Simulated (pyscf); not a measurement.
Four-centre exchange: O=AsH + silane (SiH₄) → O=As–SiH₃ + hydrogen (H₂)

Gas phase, singlet surface, charge 0. Bonds broken: As2–H3, Si4–H5. Bonds formed: As2–Si4, H3–H5. Optimised with ωB97X-D3(BJ)/def2-SVP in PySCF.

Transition state (Å):

```xyz
8

O      1.7249     1.3185     0.1680
As     0.3739     0.9781    -0.6549
H      0.5520    -0.5376    -1.4074
Si    -0.9904    -0.3975     1.0237
H      0.0439    -0.8127    -0.4661
H     -0.3355    -1.5046     1.7765
H     -2.3153    -0.8221     0.4857
H     -1.1715     0.7510     1.9537
```

One imaginary mode, 1393i cm⁻¹; descent along it reached the two sides named.

```csv
bond,change,reactant side (Å),saddle,product side
As2–H3,breaks,1.562,1.702,3.0
Si4–H5,breaks,1.498,1.861,3.2
As2–Si4,forms,3.5,2.563,2.413
H3–H5,forms,2.7,1.104,0.761
```

Electronic energies relative to the separated reactants (eV):

```csv
level,barrier,reaction energy,reverse barrier
ωB97X-D3(BJ)/def2-TZVP,1.00,-0.06,1.06
PBE/def2-TZVP,0.69,-0.03,0.73
r²SCAN/def2-TZVP,0.75,0.00,0.75
B3LYP-D3(BJ)/def2-TZVP,1.05,+0.04,1.01
PBE0-D3(BJ)/def2-TZVP,0.78,+0.01,0.78
M06-2X/def2-TZVP,1.06,+0.05,1.01
ωB97M-D3(BJ)/def2-TZVP,1.18,+0.13,1.05
HF/def2-TZVP,2.04,+0.40,1.64
```

With ωB97M-D3(BJ)/def2-TZVP energies and thermal terms (ideal gas, 1 atm, RRHO with modes under 100 cm⁻¹ raised to 100, one conformer, R ln 2 for chiral ones without a mode under 150 cm⁻¹), in eV:

```
T (K)   ΔH‡   ΔG‡     ΔH     ΔG
-----  ----  ----  -----  -----
298    1.15  1.56  +0.10  +0.12
600    1.17  1.96  +0.16  +0.13
900    1.20  2.35  +0.20  +0.10
1200   1.24  2.73  +0.22  +0.06
```

The same reactants have a lower exit, to H₃Si–O–AsH₂ (barrier +0.26 eV at ωB97M-D3(BJ)/def2-TZVP, against +1.18 eV here). O=AsH lies 0.32 eV over its isomer HO–As: [triplet] (electronic energy, ωB97M-D3(BJ)/def2-TZVP). O=As–SiH₃ lies 1.84 eV over its isomer HO–SiH=AsH (electronic energy, ωB97M-D3(BJ)/def2-TZVP). One saddle was located; it need not be the lowest between these sides. Elements up to Kr have no core potential and no relativistic terms here.
